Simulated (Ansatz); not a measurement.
C$_{3}$H$_{4}$FN, SMILES `C=C(F)C=N`, charge 0, multiplicity 1.

(1) Give a relaxed structure at PBE0-D4/def2-TZVP (Ansatz 0.2.0). (An estimate is asked.)

Answers

(1) Ansatz gave: 
Z-matrix (Å, degrees):
```
C
C 1 1.323
H 1 1.081 2 120.4
H 1 1.081 2 121.0 3 180.0
F 2 1.342 1 120.0 3 -179.9
C 2 1.474 1 128.4 3 0.0
N 6 1.264 2 128.1 1 0.5
H 6 1.093 2 113.6 1 -179.5
H 7 1.022 6 111.6 2 0.0
```
Point group Cs.
This is one stationary point; other conformers may exist.
